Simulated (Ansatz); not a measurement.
**SiP (quartet): B2PLYP, RPA-PBE over vertical spin and charge gaps, 6-31G**

Aim: run SiP (quartet) with these functionals over vertical spin and charge gaps, and hold them against the top wave-function level at the same points.

Method: 6-31G, all electrons in the functionals, frozen cores in the correlation of double hybrids and RPA; program: Ansatz 0.2.0, Gaussian basis.

To be run: B2PLYP, RPA-PBE, at charge 0, quartet; charge 0, doublet; charge 0, sextet; charge 1, triplet; charge 1, quintet.

### 1 The geometry

The geometry is a PBE0/def2-TZVP stationary point (not a proven minimum).

2 atoms, charge 0, spin multiplicity 4.

Atoms are counted from 1 here; the program's logs count them from 0.

Bond lengths: Si1–P2 2.343 Å.

No dispersion term is added.

The geometry shown and the zero of energy belong to the point charge 0, quartet. The yardstick, FCI, and other wave-function levels (R restricted, U unrestricted, valence and pair active spaces) come from earlier runs.

### 2 B2PLYP, charge 0, quartet

File in.yaml:

```yaml
crystal:
  periodic: [false, false, false]
  atoms:
    - {symbol: Si, position_ang: [0.000000, 0.000000, 0.000000]}
    - {symbol: P, position_ang: [0.000000, 0.000000, 2.343000]}
basis:
  gaussian: {orbitals: 6-31G}
magnetization: {spin_polarized: true, initial_magnetization: 3}
hamiltonian: {xc: {name: B2PLYP}}
correlation: {electrons: outside_noble_gas}
```

Command:

```
$ ansatz run in.yaml --threads 1 --pin off --events-out ev --progress --plain --max-ram 2393MiB
```

After this run come: B2PLYP, charge 0, doublet; B2PLYP, charge 0, sextet; B2PLYP, charge 1, triplet; B2PLYP, charge 1, quintet; RPA-PBE, charge 0, quartet; RPA-PBE, charge 0, doublet; RPA-PBE, charge 0, sextet; RPA-PBE, charge 1, triplet; RPA-PBE, charge 1, quintet.

Before running them: what should the planned runs give, taken together? Wanted: quartet to doublet, FCI; quartet to sextet, FCI; ionisation to the triplet cation, FCI; ionisation to the quintet cation, FCI; largest miss, B2PLYP; largest miss, RPA-PBE.

As calculated:

| quantity | value |
| --- | --- |
| quartet to doublet, FCI | -27.0 kcal/mol |
| quartet to sextet, FCI | 29.7 kcal/mol |
| ionisation to the triplet cation, FCI | 160.8 kcal/mol |
| ionisation to the quintet cation, FCI | 188.1 kcal/mol |
| largest miss, B2PLYP | +6.4 kcal/mol (ionisation to the quintet cation) |
| largest miss, RPA-PBE | -7.2 kcal/mol (ionisation to the triplet cation) |

Of the functionals, B2PLYP keep the smallest largest miss at the points compared (at most 6.4 kcal/mol) and RPA-PBE strays most (7.2 kcal/mol, at ionisation to the triplet cation). B2PLYP clearly breaks the spin symmetry at some points (⟨S²⟩ up to 0.42 above the pure value), so energy there is bought with a mixed spin. Functionals and the yardstick converge differently with the basis, so part of each miss in 6-31G is the basis.
